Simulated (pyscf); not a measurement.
This saddle point was located with ωB97X-D3(BJ)/def2-SVP in PySCF.

```
Si
O 1 1.6525
H 2 0.9646 1 116.02
O 1 1.6556 2 108.21 3 33.80
H 4 0.9634 1 116.00 2 -150.58
O 1 1.6631 2 114.65 3 -83.34
H 6 0.9628 1 117.54 2 -68.12
H 1 1.6587 2 104.21 3 156.38
H 8 1.0483 2 140.14 3 136.56
```
Charge 0, spin multiplicity 2.

Surface: doublet, charge 0. Lowest wavenumbers (cm⁻¹): 1152i, 153, 172, 208, 212.

**Question.** What reaction is this the transition state of?

**Answer.** HO–SiH(OH)–OH + H• <-> HO–Si•(OH)–OH + H₂, a hydrogen abstraction read from left to right: H–Si broken and H–H formed. At ωB97M-D3(BJ)/def2-TZVP it lies +28.6 kJ/mol from the left side and +49.7 kJ/mol from the right (each side as separated species at their lowest minima found). This is the saddle that the search found; another between the same sides may lie lower. The angle at the transferred H is 178°.
